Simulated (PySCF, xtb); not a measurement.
diphosphorus (P2), SMILES P#P.

Harmonic wavenumbers (cm⁻¹) from GFN2-xTB in xtb at its own minimum, in rising order: 909.

Task: What does B3LYP-D3(BJ)/def2-TZVPD (PySCF) give at its own minimum? (Estimate from the structure and the level; the computed values follow.)

Result: 812. Paired by order, the mean absolute difference is 97 cm⁻¹ and the zero-point energies are 1.3 and 1.2 kcal/mol.
